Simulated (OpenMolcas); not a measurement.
**One shape, several levels: C2H3FO (acetyl fluoride)**

We compute a comparison of 6 runs (HF/aug-cc-pVDZ, B2PLYP/aug-cc-pVDZ, M06-2X/aug-cc-pVDZ, PBE0/aug-cc-pVDZ, SVWN5/aug-cc-pVDZ, MP2/aug-cc-pVDZ) of C2H3FO (acetyl fluoride). 

The results are computed with OpenMolcas 26.06.

### Step 1. The system as given

C2H3FO has 7 atoms, charge 0, and is taken as a singlet. As SMILES, `CC(=O)F`. The C1–H6 distance was set to 1.419 Å, away from the relaxed value.

Bond lengths: C1–C2 1.488 Å, C2–O3 1.179 Å, C2–F4 1.351 Å, C1–H5 1.087 Å, C1–H7 1.092 Å. Angles: C1–C2–O3 129.2°, C1–C2–F4 110.5°, O3–C2–F4 120.2°, C2–C1–H5 109.9°, C2–C1–H7 109.4°, H5–C1–H7 110.4°. A long bond or contact: C1–H6 1.419 Å.

### Step 2. A single-point energy at HF/aug-cc-pVDZ (run 1)

Contents of test.input:

```
* C2H3FO Hartree-Fock

&GATEWAY
 BasLib=$CurrDir
 Coord
 7
 angstrom
 C        0.276708       0.254507       0.523683
 C       -0.903492       0.205107      -0.380537
 O       -2.044012       0.073767      -0.111727
 F       -0.519292       0.337087      -1.669357
 H       -0.043282       0.147557       1.556703
 H        1.180650      -0.783140       0.176830
 H        0.801108       1.201867       0.384653
 Basis=aug-cc-pVDZ
 Group=NoSym

&SEWARD

&SCF
 Thresholds=1e-10 1e-07 1e-07 1e-05
 PrOrbitals=1 1
```

The basis set aug-cc-pVDZ is read from a file made from the Basis Set Exchange's data (not shown).

On the command line:

```sh
$ export MOLCAS_MEM=1860
$ pymolcas test.input > test.log
```

The log of the run:

```text
--- Start Module: gateway ---
[...]
--- Stop Module: gateway /rc=_RC_ALL_IS_WELL_ ---
--- Start Module: seward ---
[...]
      Basis functions          119
--- Stop Module: seward /rc=_RC_ALL_IS_WELL_ ---
[...]
--- Start Module: scf ---
[...]
       Convergence after  15 Iterations
[...]
::    Total SCF energy                               -251.7915664497
[...]
      Total spin, S                                     0.0000000000
[...]
      Total electronic charge=   32.000000
      Total            charge=   -0.000000
[...]
      Dipole Moment (debye):
      Origin of the operator (angstrom)=   -0.7760    0.2204   -0.4781
                   X=  2.8175E+00               Y=  2.9021E-01               Z=  1.5312E+00           Total=  3.2198E+00
      Quadrupole Moment (debye*angstrom):
[...]
--- Stop Module: scf /rc=_RC_ALL_IS_WELL_ ---
[...]
```

Wall time 16 s (1 thread of Arm Neoverse V2, shared host); peak memory 0.75 GiB.

### Step 3. The energy at B2PLYP/aug-cc-pVDZ (run 2)

Contents of coord.xyz:

```xyz
7

C      0.276708     0.254507     0.523683
C     -0.903492     0.205107    -0.380537
O     -2.044012     0.073767    -0.111727
F     -0.519292     0.337087    -1.669357
H     -0.043282     0.147557     1.556703
H      1.180650    -0.783140     0.176830
H      0.801108     1.201867     0.384653
```

Contents of mol.input:

```
&GATEWAY
  BasLib=$CurrDir
  Coord=coord.xyz
  Basis=aug-cc-pVDZ
  Group=NoSym

&SEWARD
  GridInput
  Grid=UltraFine
  End of Grid

&SCF
  KSDFT=B2PLYP_SCF
  Thresholds=1e-10 1e-07 1e-07 1e-05
  PrOrbitals=1 1

&MBPT2
  Frozen=4
```

The basis set aug-cc-pVDZ is read from a file made from the Basis Set Exchange's data (not shown).

On the command line:

```sh
$ export MOLCAS_MEM=1860
$ pymolcas mol.input > mol.log
```

The log of the run:

```text
--- Start Module: gateway ---
[...]
--- Stop Module: gateway /rc=_RC_ALL_IS_WELL_ ---
[...]
      Basis functions          119
[...]
--- Start Module: scf ---
[...]
       Convergence after  15 Iterations
[...]
::    Total KS-DFT energy                            -252.6603653697
[...]
      Total spin, S                                     0.0000000000
[...]
      Total electronic charge=   32.000000
      Total            charge=   -0.000000
[...]
      Dipole Moment (debye):
      Origin of the operator (angstrom)=   -0.7760    0.2204   -0.4781
                   X=  2.6788E+00               Y=  2.4955E-01               Z=  1.4628E+00           Total=  3.0624E+00
      Quadrupole Moment (debye*angstrom):
[...]
--- Stop Module: scf /rc=_RC_ALL_IS_WELL_ ---
[...]
--- Start Module: mbpt2 ---
[...]
 ###    WARNING: MP2 implementation intended for RHF references only         ###
 ###############################################################################
MBPT2 WARNING: Reference function according to RunFile:KS-DFT
I'll assume you know what you're doing and continue
WARNING!
Default frozen orbitals as non valence orbitals is overwritten by user input.
Default values:   4
[...]
       Reference weight ( Cref**2 )         =        0.76236
::    Total MBPT2 energy                             -253.4931727081
[...]
      Total MBPT2 calculations                           0.64      0.72
--- Stop Module: mbpt2 /rc=_RC_ALL_IS_WELL_ ---
[...]
```

Run time: 47 s. Hardware: 1 thread of Arm Neoverse V2, shared host; peak memory 0.75 GiB.

### Step 4. A single-point energy at M06-2X/aug-cc-pVDZ (run 3)

Contents of mol.inp:

```
* C2H3FO Kohn-Sham DFT
>>> EXPORT MOLCAS_PRINT=2

&GATEWAY
  BASLIB=$CurrDir
  COORD
  7
  angstrom
  C        0.276708       0.254507       0.523683
  C       -0.903492       0.205107      -0.380537
  O       -2.044012       0.073767      -0.111727
  F       -0.519292       0.337087      -1.669357
  H       -0.043282       0.147557       1.556703
  H        1.180650      -0.783140       0.176830
  H        0.801108       1.201867       0.384653
  BASIS=aug-cc-pVDZ
  GROUP=NoSym

&SEWARD
  GRIDINPUT
  Grid=UltraFine
  End of Grid

&SCF
  KSDFT=M062X
  THRESHOLDS=1e-10 1e-07 1e-07 1e-05
  PRORBITALS=1 2
```

The basis set aug-cc-pVDZ is read from a file made from the Basis Set Exchange's data (not shown).

On the command line:

```sh
$ export MOLCAS_MEM=1860
$ pymolcas mol.inp > mol.log
```

The log of the run:

```text
--- Start Module: gateway ---
[...]
--- Stop Module: gateway /rc=_RC_ALL_IS_WELL_ ---
--- Start Module: seward ---
[...]
      Basis functions          119
--- Stop Module: seward /rc=_RC_ALL_IS_WELL_ ---
[...]
--- Start Module: scf ---
[...]
       Convergence after  14 Iterations
[...]
::    Total KS-DFT energy                            -252.9974574703
[...]
      Total spin, S                                     0.0000000000
[...]
      Total electronic charge=   32.000000
      Total            charge=   -0.000000
[...]
      Dipole Moment (debye):
      Origin of the operator (angstrom)=   -0.7760    0.2204   -0.4781
                   X=  2.6136E+00               Y=  2.0190E-01               Z=  1.4263E+00           Total=  2.9843E+00
      Quadrupole Moment (debye*angstrom):
[...]
--- Stop Module: scf /rc=_RC_ALL_IS_WELL_ ---
[...]
```

It took 64 s on 1 thread of Arm Neoverse V2, shared host; peak memory 0.75 GiB.

Runs 4 to 5 aren't shown in full; the table further down has their settings and results.

### Step 5. The energy at MP2/aug-cc-pVDZ (run 6)

Contents of geom.xyz:

```xyz
7

C      0.276708     0.254507     0.523683
C     -0.903492     0.205107    -0.380537
O     -2.044012     0.073767    -0.111727
F     -0.519292     0.337087    -1.669357
H     -0.043282     0.147557     1.556703
H      1.180650    -0.783140     0.176830
H      0.801108     1.201867     0.384653
```

Contents of run.input:

```
>>> EXPORT MOLCAS_PRINT=2

&GATEWAY
  BASLIB=$CurrDir
  COORD=geom.xyz
  BASIS=aug-cc-pVDZ
  GROUP=NoSym

&SEWARD

&SCF
  THRESHOLDS=1e-10 1e-07 1e-07 1e-05
  PRORBITALS=1 2

&MBPT2
  FROZEN=4
```

The basis set aug-cc-pVDZ is read from a file made from the Basis Set Exchange's data (not shown).

On the command line:

```sh
$ export MOLCAS_MEM=1860
$ pymolcas run.input > run.log
```

The log of the run:

```text
--- Start Module: gateway ---
[...]
--- Stop Module: gateway /rc=_RC_ALL_IS_WELL_ ---
[...]
      Basis functions          119
[...]
--- Start Module: scf ---
[...]
       Convergence after  15 Iterations
[...]
::    Total SCF energy                               -251.7915664497
[...]
      Total spin, S                                     0.0000000000
[...]
      Total electronic charge=   32.000000
      Total            charge=   -0.000000
[...]
      Dipole Moment (debye):
      Origin of the operator (angstrom)=   -0.7760    0.2204   -0.4781
                   X=  2.8175E+00               Y=  2.9021E-01               Z=  1.5312E+00           Total=  3.2198E+00
      Quadrupole Moment (debye*angstrom):
[...]
--- Stop Module: scf /rc=_RC_ALL_IS_WELL_ ---
[...]
--- Start Module: mbpt2 ---
[...]
WARNING!
Default frozen orbitals as non valence orbitals is overwritten by user input.
Default values:   4
[...]
       Reference weight ( Cref**2 )         =        0.83549
::    Total MBPT2 energy                             -252.4704178481
[...]
      Total MBPT2 calculations                           0.64      0.72
--- Stop Module: mbpt2 /rc=_RC_ALL_IS_WELL_ ---
[...]
```

Run time: 16 s. Hardware: 1 thread of Arm Neoverse V2, shared host; peak memory 0.75 GiB.

### Step 6. All runs side by side

```csv
run,level,frozen core orbitals,integration grid,energy (Eh),dipole moment (D) of the reference,HOMO energy (eV),LUMO energy (eV),wall time
1,HF/aug-cc-pVDZ,–,–,-251.791566,3.22,-13.24,0.79,16 s
2,B2PLYP/aug-cc-pVDZ,4,UltraFine,-252.885223,3.06,-10.66,-0.11,47 s
3,M06-2X/aug-cc-pVDZ,–,UltraFine,-252.997457,2.98,-10.65,-0.45,64 s
4,PBE0/aug-cc-pVDZ,–,UltraFine,-252.827797,2.94,-9.04,-1.10,44 s
5,SVWN5/aug-cc-pVDZ,–,UltraFine,-251.206143,2.93,-7.51,-2.30,40 s
6,MP2/aug-cc-pVDZ,4,–,-252.470418,3.22,-13.24,0.79,16 s
```

### Step 7. Results

```
                                          quantity          value
                               run 6: total energy  -252.47042 Eh
         run 6: dipole moment (mean-field density)         3.22 D
        run 6: HOMO energy (Hartree–Fock orbitals)      -13.24 eV
        run 6: LUMO energy (Hartree–Fock orbitals)        0.79 eV
      run 6: HOMO–LUMO gap (Hartree–Fock orbitals)       14.03 eV
run 6: correlation energy (4 core orbitals frozen)     -678.9 mEh
```

Over runs 1, 2, 3, 4, 5 the dipole moment (its size) runs from 2.93 D (SVWN5/aug-cc-pVDZ) to 3.22 D (HF/aug-cc-pVDZ). Over runs 1, 2, 3, 4, 5 the HOMO–LUMO gap runs from 5.21 eV (SVWN5/aug-cc-pVDZ) to 14.03 eV (HF/aug-cc-pVDZ). Exact exchange widens orbital gaps. For B2PLYP the log adds the whole second-order term; the table takes 0.27 of it, as the functional is defined. Totals of different functionals can't be ranked against each other. All runs together took 3.8 min, the longest 64 s.
